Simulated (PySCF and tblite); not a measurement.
The numbers below are computed, except where a source is named.
System: C₃H₄OS, numbered as in [O:1]=[CH:2]/[CH:3]=[CH:4]\[SH:5].

Motion: rotation about the C4–S5 bond (torsion C3–C4–S5–H from 0° to 180°, rising). GFN2-xTB gives an electronic barrier of 15.4 kcal/mol and a reaction energy of 4.3 kcal/mol.

(1) What does CAM-B3LYP/pcSseg-1 + D3(BJ) give on GFN2-xTB geometries?

Programs: tblite and PySCF.

Answers

(1) A barrier of 12.7 kcal/mol, 2.7 below the tight-binding barrier (from unrounded values), a reaction energy of 5.2 kcal/mol and, with GFN2-xTB thermal terms, ΔG‡(298 K) = 11.1 kcal/mol and k = 9×10⁴ s⁻¹ (2 equivalent paths).
